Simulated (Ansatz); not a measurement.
C6H12 (`CC/C=C\CC`), charge 0, multiplicity 1.

(1) Give a relaxed structure at PBE0-D4/def2-TZVP (Ansatz). (An estimate is asked.)

Results:

(1) Ansatz gave: 
Z-matrix (Å, degrees):
```
C
C 1 1.525
H 1 1.092 2 110.8
H 1 1.093 2 111.0 3 119.5
H 1 1.093 2 111.3 3 -120.4
C 2 1.493 1 112.1 3 -62.5
H 2 1.097 1 108.8 3 177.2
H 2 1.092 1 109.8 3 61.3
C 6 1.330 2 127.8 1 117.0
H 6 1.089 2 114.8 1 -61.7
C 9 1.493 6 127.8 2 1.6
H 9 1.089 6 117.4 2 -179.7
C 11 1.525 9 112.1 6 116.4
H 11 1.097 9 108.7 6 -123.2
H 11 1.092 9 110.9 6 -6.7
H 13 1.092 11 110.8 9 -62.5
H 13 1.093 11 111.3 9 177.1
H 13 1.093 11 111.0 9 57.0
```
Point group C2.
This is one stationary point; other conformers may exist.
